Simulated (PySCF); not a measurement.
tetrafluoroethylene (C₂F₄), SMILES FC(F)=C(F)F.

The structure is a stationary point at B3LYP-D3(BJ)/def2-SVP.

The numbers are results of PBE0/def2-TZVP (PySCF), not measurements.

Symmetry labels are those of the subgroup D2h that the program uses (full group D2h).

Computed valence orbital energies around the gap with their symmetry:
| orbital | symmetry | energy (eV) |
|---|---|---|
| HOMO−7 | B2g | -14.83 |
| HOMO−6 | B1u | -14.08 |
| HOMO−5 | B1g | -13.47 |
| HOMO−4 | Au | -13.30 |
| HOMO−3 | B2u | -13.18 |
| HOMO−2 | Ag | -12.94 |
| HOMO−1 | B3g | -12.65 |
| HOMO | B3u | -7.55 |
| LUMO | B2g | 0.73 |
| LUMO+1 | B2u | 1.61 |
| LUMO+2 | Ag | 1.68 |
| LUMO+3 | B1u | 2.57 |
